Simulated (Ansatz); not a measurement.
# The pair H₂···CS₂: a pair, distance and turn

How does the energy of the pair H₂···CS₂ change over two coordinates at once? A grid of runs gives the map.

Computed with Ansatz 0.2.0. Level: RKS r2SCAN0-D4/def2-TZVPD.

## 1. Where the work starts

5 atoms, charge 0, spin multiplicity 1.

Atoms are counted from 1 here; the program's logs count them from 0.

Bond lengths: H1–H2 0.768 Å, S3–C4 1.571 Å, C4–S5 1.570 Å. Angles: S3–C4–S5 179.7°.

Coordinates:

```
atom     x (Å)     y (Å)     z (Å)
  H1  -0.19181  -0.34050  -2.06128
  H2   0.12535   0.32259  -1.83785
  S3   1.19756   1.04719   1.25970
  C4   0.02210   0.00581   1.30238
  S5  -1.15310  -1.03499   1.33705
```

This geometry comes from a loose relaxation at PBE in a small basis, which is not shown.

## 5. Setting up the map

- distance S3···H2: 9 values from 2.940 to 5.540 Å
- turn of H1, H2 about its own atom H2: 8 values from −180 to 135 °, periodic

Nothing else is relaxed (both partners rigid). Energies count from the two partners far apart, frozen as in the relaxed pair, each in its own basis (no counterpoise correction). Points are written as (first, second).

(The set-up runs are not shown.)

## 6. Grid point (3.599 Å, 0°)

Input file input.yaml:

```yaml
crystal:
  periodic: [false, false, false]
  atoms:
    - { symbol: H, position_ang: [-0.323081, -0.281638, -2.133099] }
    - { symbol: H, position_ang: [0.219094, 0.219189, -2.067746] }
    - { symbol: S, position_ang: [1.152549, 1.051071, 1.307078] }
    - { symbol: C, position_ang: [0.017566, 0.005581, 1.33946] }
    - { symbol: S, position_ang: [-1.117289, -1.039785, 1.368975] }
basis:
  gaussian: { orbitals: def2-TZVPD }
hamiltonian:
  xc: { name: r2SCAN0 }
  dispersion: d4
output:
  forces: true
```

Started as:

```sh
> ansatz run input.yaml --threads 1 --pin off --max-ram 2560MiB --backend cpu --events-out ev --progress --plain --runs-dir out
```

Further runs follow: all other points of the grid.

Before running it: what results should come out? Wanted: lowest point; highest computed point; largest force on an atom.

The runs gave:

| quantity | value |
| --- | --- |
| lowest point | (3.599 Å, 0°), −16 meV |
| highest computed point | (2.940 Å, 90°), 323 meV above the lowest |
| largest force on an atom (eV/Å) | 0.01 at (3.599 Å, 0°) to 0.85 at (2.940 Å, 90°); 0.01 at the lowest point |
| time for the whole task | 13 min on 1 thread, shared host |

The lowest computed point is at (3.599 Å, 0°), −16 meV from the two partners far apart, frozen as in the relaxed pair, each in its own basis (no counterpoise correction). The grid is coarse, so the true minimum lies between grid points and may sit elsewhere than the lowest one. A higher local minimum lies near (3.925 Å, 135°) (1.2 meV above the lowest at that grid point). The highest computed point, (2.940 Å, 90°), lies 323 meV above the lowest. On the interpolated surface the easiest way out of the lowest well to the well at (3.925 Å, 135°) passes a barrier of about 2.8 meV. Round the minimum the valley is strongly tilted: raising distance S3···H2 shifts the best value of the second coordinate upwards (coupling k₁₂/√(k₁₁k₂₂) about −0.9). Without a counterpoise correction the wells come out somewhat too deep.
